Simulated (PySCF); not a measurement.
Species: C5H5Cl.
Atom-mapped SMILES: `[CH3:1]/[CH:2]=[C:3]1[CH:4]=[C:5]\1[Cl:6]` (hydrogens: H7, H8, H9 on C1; H10 on C2; H11 on C4)

The same species was optimised twice, with GFN2-xTB and with PBE0-D3(BJ)/def2-SVP (PySCF), and the same property calculations (PySCF, gas phase) were run on both structures.

| coordinate | GFN2-xTB | PBE0-D3(BJ)/def2-SVP | change |
| --- | --- | --- | --- |
| C2=C3 (Å) | 1.310 | 1.331 | +0.021 |
| C3–C5 (Å) | 1.449 | 1.432 | -0.017 |
| C3–C4 (Å) | 1.469 | 1.461 | -0.008 |
| C5–Cl6 (Å) | 1.675 | 1.681 | +0.006 |
| C4=C5 (Å) | 1.324 | 1.319 | -0.005 |
| C1–C2 (Å) | 1.500 | 1.497 | -0.003 |
| C1–C2–C3 (°) | 123.6 | 124.2 | +0.6 |
| C3–C4–C5 (°) | 62.3 | 61.7 | -0.6 |
| C2–C3–C4 (°) | 152.4 | 152.0 | -0.4 |
| C4–C5–Cl6 (°) | 148.3 | 147.9 | -0.4 |
| C4–C3–C5 (°) | 54.0 | 54.2 | +0.2 |
| C3–C5–C4 (°) | 63.8 | 64.0 | +0.2 |
| C2–C3–C5 (°) | 153.6 | 153.8 | +0.2 |
| C3–C5–Cl6 (°) | 147.9 | 148.0 | +0.1 |

Rotational constants: A = 10883, B = 1288, C = 1160 MHz (GFN2-xTB) against A = 10805, B = 1283, C = 1155 MHz (PBE0-D3(BJ)/def2-SVP). Point groups within 0.08 Å: Cs and Cs.

On the GFN2-xTB structure: lowest singlet, TDDFT (eV) 4.47 [CAM-B3LYP/def2-SVPD]; lowest triplet, Tamm–Dancoff (eV) 3.29 [CAM-B3LYP/def2-SVPD]; isotropic polarisability (au) 74.5 [CAM-B3LYP/def2-SVPD]; HOMO (eV) -7.22 [CAM-B3LYP/def2-SVPD]; LUMO (eV) 0.47 [CAM-B3LYP/def2-SVPD]; dipole (D) 1.25 [CAM-B3LYP/def2-SVPD]; HOMO (eV) -5.96 [PBE0/pcSseg-1]; LUMO (eV) -0.60 [PBE0/pcSseg-1]; dipole (D) 1.20 [PBE0/pcSseg-1]; GIAO shielding of C1 (ppm) 169.2 [PBE0/pcSseg-1]; GIAO shielding of C2 (ppm) 110.3 [PBE0/pcSseg-1]; GIAO shielding of C3 (ppm) 65.8 [PBE0/pcSseg-1]; GIAO shielding of C4 (ppm) 54.3 [PBE0/pcSseg-1]; GIAO shielding of C5 (ppm) 37.1 [PBE0/pcSseg-1]; GIAO shielding of Cl6 (ppm) 737.5 [PBE0/pcSseg-1].

Q: What do these properties become on the PBE0-D3(BJ)/def2-SVP structure?

A: 
```csv
property,level,on GFN2-xTB,on PBE0-D3(BJ)/def2-SVP,change
"lowest singlet, TDDFT (eV)",CAM-B3LYP/def2-SVPD,4.47,4.37,-0.10
"lowest triplet, Tamm–Dancoff (eV)",CAM-B3LYP/def2-SVPD,3.29,3.25,-0.04
isotropic polarisability (au),CAM-B3LYP/def2-SVPD,74.5,75.5,+1.0
HOMO (eV),CAM-B3LYP/def2-SVPD,-7.22,-7.14,+0.08
LUMO (eV),CAM-B3LYP/def2-SVPD,0.47,0.45,-0.02
dipole (D),CAM-B3LYP/def2-SVPD,1.25,1.37,+0.12
"energy, GFN2-xTB geometry as zero (kcal/mol)",CAM-B3LYP/def2-SVPD,0.0,-1.0,-1.0
HOMO (eV),PBE0/pcSseg-1,-5.96,-5.88,+0.08
LUMO (eV),PBE0/pcSseg-1,-0.60,-0.62,-0.02
dipole (D),PBE0/pcSseg-1,1.20,1.32,+0.12
"energy, GFN2-xTB geometry as zero (kcal/mol)",PBE0/pcSseg-1,0.0,-0.8,-0.8
GIAO shielding of C1 (ppm),PBE0/pcSseg-1,169.2,167.9,-1.3
GIAO shielding of C2 (ppm),PBE0/pcSseg-1,110.3,109.5,-0.8
GIAO shielding of C3 (ppm),PBE0/pcSseg-1,65.8,62.7,-3.1
GIAO shielding of C4 (ppm),PBE0/pcSseg-1,54.3,52.9,-1.4
GIAO shielding of C5 (ppm),PBE0/pcSseg-1,37.1,38.3,+1.2
GIAO shielding of Cl6 (ppm),PBE0/pcSseg-1,737.5,736.1,-1.4
```

The heavy atoms differ by 0.009 Å rms after alignment. Among bonds between heavy atoms C2=C3 changes most (+0.021 Å). Changes are differences of the printed values. Neither structure is proved a minimum here.
